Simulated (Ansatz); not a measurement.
Ansatz (an electronic-structure program) input:

Ansatz 0.2 input:
```yaml
crystal:
  periodic: [false, false, false]
  atoms:
    - {symbol: C, position_ang: [0.88496717, -0.36293320, 0.07389925]}
    - {symbol: C, position_ang: [-0.30963261, 0.49863667, -0.05968906]}
    - {symbol: O, position_ang: [-1.51056360, -0.05911400, 0.32034788]}
    - {symbol: H, position_ang: [-2.23039520, 0.54977273, 0.13330102]}
    - {symbol: H, position_ang: [-0.33388545, 1.30252837, -0.77871121]}
    - {symbol: H, position_ang: [1.77626953, 0.24637157, 0.21529501]}
    - {symbol: H, position_ang: [0.75713678, -1.02516930, 0.92675040]}
    - {symbol: H, position_ang: [1.04931648, -0.98860154, -0.81323519]}
basis:
  gaussian:
    orbitals: def2-TZVP
hamiltonian:
  xc: b3lyp
  dispersion: d3bj
magnetization: {spin_polarized: true, initial_magnetization: 1}
relax: {f_tol: 0.002, max_steps: 150}
```

Problem. What final total energy does it print?

Solution. -154.45715 Eh (B3LYP-D3(BJ)/def2-TZVP). The basis has 123 functions.

It need not be the lowest isomer of its formula.
